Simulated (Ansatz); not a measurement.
`F[SiH2]Cl`, relaxed with RKS PBE-D4/def2-SVP in Ansatz from a rough embedded geometry. The force threshold is 0.03 eV/Å; the program also tests the step.

The species carries charge 0 and has multiplicity 1.

Start:

```xyz
5

F     0.312   -1.576   -0.261
Si    0.098   -0.028    0.029
Cl   -1.741    0.632   -0.666
H     1.171    0.757   -0.600
H     0.160    0.215    1.497
```

```json
{"step": "1", "energy (eV)": "-23131.8624", "largest force (eV/Å)": "1.512", "largest move (Å)": "0.000"}
{"step": "2", "energy (eV)": "-23131.9080", "largest force (eV/Å)": "0.827", "largest move (Å)": "0.071"}
{"step": "3", "energy (eV)": "-23131.9215", "largest force (eV/Å)": "0.200", "largest move (Å)": "0.019"}
{"step": "4", "energy (eV)": "-23131.9220", "largest force (eV/Å)": "0.019", "largest move (Å)": "0.003"}
```

End:

```xyz
5

F     0.300   -1.580   -0.267
Si    0.109    0.007    0.054
Cl   -1.727    0.618   -0.668
H     1.185    0.764   -0.657
H     0.132    0.192    1.538
```

Run time 4.2 s (2 threads of an AMD EPYC 7R13 on a shared host); peak host memory 0.31 GiB.
